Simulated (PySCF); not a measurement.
**Silicon: a sound run and one with changed settings**

Sound run: Si [Ne] 3s2 3p2, Si⁺ [Ne] 3s2 3p1. Calculation: PySCF 2.14, in 6-31G* (4s3p1d, 18 functions); no relativity, point nucleus. In the sound run the correlated levels freeze [Ne]. The sound run starts from symmetry-adapted Hartree-Fock orbitals and uses a fine grid where one is needed.

Changed run: all electrons correlated in a basis built for the valence shell.

```
species   method  sound run (hartree)  changed run (hartree)  converged
     Si      MP2           -288.87085             -288.87700        yes
     Si  CCSD(T)           -288.88797             -288.89386        yes
    Si⁺      MP2           -288.58462             -288.59077        yes
    Si⁺  CCSD(T)           -288.60217             -288.60814        yes
```

Ionisation energy of Si:

| method | sound run (eV) | changed run (eV) |
| --- | --- | --- |
| UHF | 7.633 | 7.633 |
| MP2 | 7.789 | 7.789 |
| SCS-MP2 | 7.727 | 7.726 |
| CCSD | 7.770 | 7.768 |
| CCSD(T) | 7.777 | 7.775 |

A valence basis has no tight correlating functions, so it recovers only part of the core correlation, and not evenly between atom and ion.

For comparison, NIST gives 8.152 eV between the lowest levels.
